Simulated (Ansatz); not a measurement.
The parent structure is Pd in the fcc (Cu type) structure (space group Fm-3m, No. 225; a = 3.875 Å).

Computed with plane-wave PAW DFT at the PBEsol level (Ansatz, a first-principles code, 420 eV), no spin-orbit coupling.

It is then changed as follows: Ir takes the place of Pd on all its sites, then cell and atoms are relaxed.

Measured lattice parameter a: Pd 3.876 Å (static lattice; corrected from measurement; as listed in Daniel Mejia-Rodriguez, S. B. Trickey, Phys. Rev. B (2018)); Ir 3.831 Å (static lattice; corrected from measurement; as listed in Daniel Mejia-Rodriguez, S. B. Trickey, Phys. Rev. B (2018)).

### Question
How well does PBEsol reproduce the measured shift?

### Answer
With PBEsol the lattice parameter a moves by -0.045 Å (3.875 → 3.830) against -0.045 Å measured.

No phonon test of stability was made. The final runs are not spin-polarised.
